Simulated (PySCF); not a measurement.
Molecule: `C(C)N`, C₂H₇N.

Bonds (- single, = double, # triple, : aromatic): C1-C2, C2-N3. C1 carries H4, H5, H6; C2 carries H7, H8; N3 carries H9, H10.

Frames of a GFN2-xTB Langevin trajectory at 600 K; GIAO PBE0/pcSseg-1 shieldings in PySCF 2.14.0 with density-fitted response routines, gas phase, non-relativistic; equivalent atoms averaged within each frame.

Chemical shifts δ = σref − σ; TMS for 13C (σ = 186.93 ppm), 1H (σ = 31.72 ppm); 15N (σ = 267.73 ppm) vs NH3, all at this level. The references are static minima.

Question: How do the shifts (ppm) fluctuate along the trajectory?

Answer: 
```tsv
time (fs)	C2	C1	N3	H7/H8	H9/H10	H4/H5/H6
optimised geometry	42.9	25.6	47.1	2.77	0.42	1.00
250	52.4	30.3	80.9	3.63	2.15	1.60
425	34.6	24.6	59.7	2.11	0.76	1.46
625	46.9	21.2	90.0	3.45	1.80	0.98
800	49.0	31.2	81.5	2.96	2.01	1.73
1000	43.9	25.8	49.7	3.34	0.80	1.08
mean of frames	45.4	26.6	72.4	3.10	1.50	1.37
standard deviation	6.8	4.1	16.9	0.60	0.67	0.33
```

5 frames give an uncertainty of the mean of about the standard deviation over 2.2 at best, since frames this close in time may not be independent; classical motion lacks zero-point vibration, and the reference would need the same averaging.
